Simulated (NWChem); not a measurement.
**A calculation on sulfur dioxide (O$_{2}$S)**

```xyz
3

O      1.2504     0.0000    -0.3713
S      0.0000     0.0000     0.3713
O     -1.2504     0.0000    -0.3713
```
Charge 0, spin multiplicity 1.

All runs are NWChem calculations. All single points use one geometry, from PBE0/def2-SVP, a minimum by its harmonic frequencies.

Symmetry labels belong to the abelian group C2v used in the runs, with the axes of the coordinates shown; states degenerate in a higher group split over its labels.

The correlated methods keep 7 core orbitals frozen.

**Question.** List the 4 singlet excitations that EOM-CCSD/def2-SVPD, 7 core orbitals frozen gives, with oscillator strengths.

**Answer.** 
```csv
state,symmetry,energy (eV),wavelength (nm),f
1,b2,4.20,296,0.004
2,a2,4.58,271,0.000
3,b1,6.31,197,0.088
4,a1,8.58,144,0.037
```
These are the lowest roots of each symmetry, so higher states are missing between them.
